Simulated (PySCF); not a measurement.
# Static response to an electric field

Compound: C4H9OP.
Structure used (GFN2-xTB), in Å, numbered top down from 1:
```
atom  x, y, z in Å
C1    -2.0790   -0.1494    0.2213
C2    -0.6385    0.2811    0.2966
C3    -0.1033    1.1387   -0.9005
P4     0.5629   -0.5396   -0.7895
C5     2.2636   -0.5637   -0.1245
O6     0.1971   -1.5969   -1.7416
H7    -2.7440    0.7131    0.2731
H8    -2.2539   -0.6711   -0.7187
H9    -2.3244   -0.8250    1.0386
H10   -0.3277    0.6360    1.2721
H11    0.4777    2.0116   -0.6421
H12   -0.8264    1.3254   -1.6835
H13    2.4157    0.2447    0.5821
H14    2.9492   -0.4696   -0.9652
H15    2.4264   -1.5274    0.3542
```

Level: PBE0/def2-SVPD (PySCF), static field, nuclei fixed, core orbitals frozen in the response. The polarisability tensor in these axes (au):

```
x   83.93 -5.73 -2.20
y   -5.73 70.84  2.76
z   -2.20  2.76 64.99
```

Problem. Diagonalise the tensor; give its mean and Δα, where Δα² is half the sum of the squared differences of the eigenvalues.

Solution. Principal values 63.89, 69.35 and 86.52 au; mean 73.25 au = 10.85 Å³ = 12.08 × 10⁻⁴⁰ C²·m²/J; Δα = 20.45 au (28 % of the mean).

Problem. What is the dipole moment, and where does it point?

Solution. (1.24, 2.80, 2.86) D, 4.19 D in size, pointing from the negative to the positive side. Measured along this direction, the outermost atoms are O6 at the negative end and H13 and H10 at the positive end.

Problem. Give the eigenvalues of the traceless quadrupole moment Θ = ½Σq(3rr − r²1), origin at the centre of nuclear charge.

Solution. -10.12, 2.07, 8.05 D·Å. The values depend on the origin, since the dipole doesn't vanish. The electronic extent ⟨r²⟩ about the same centre is 730 bohr², a root-mean-square distance of 1.91 Å for the 56 electrons.

Problem. What molar refraction does this α imply?

Solution. Lorentz–Lorenz: R = (4π/3)N_A α = 2.5225 cm³/(mol·Å³) × 10.85 Å³ = 27.4 cm³/mol, in the limit of long wavelengths.

Problem. Along which axes do the principal values lie, and how far do the nuclei extend along each?

Solution. Largest value along (0.92, -0.36, -0.14), where the nuclei span 5.85 Å; middle along (0.39, 0.85, 0.35), 3.57 Å; least along (0.00, -0.37, 0.93), 3.33 Å. The response follows the extents in order.

Problem. In TDDFT the mean static polarisability is Σ f/ω² over all singlet excitations (ω in hartree). How much of it do the 8 lowest give? Their energies (eV) and oscillator strengths: 6.00, 0.0075; 6.85, 0.0084; 6.90, 0.0125; 7.02, 0.0181; 7.16, 0.1038; 7.46, 0.0056; 7.67, 0.0024; 7.72, 0.0674.

Solution. They add up to 3.20 au, 4.4 % of the 73.25 au; the largest single term is 1.50 au, from the state at 7.16 eV. Terms in order: 0.15, 0.13, 0.19, 0.27, 1.50, 0.07, 0.03, 0.84 au. Higher excitations give the rest. The strengths listed sum to 0.226.

Isolated species at its GFN2-xTB geometry, gas phase.
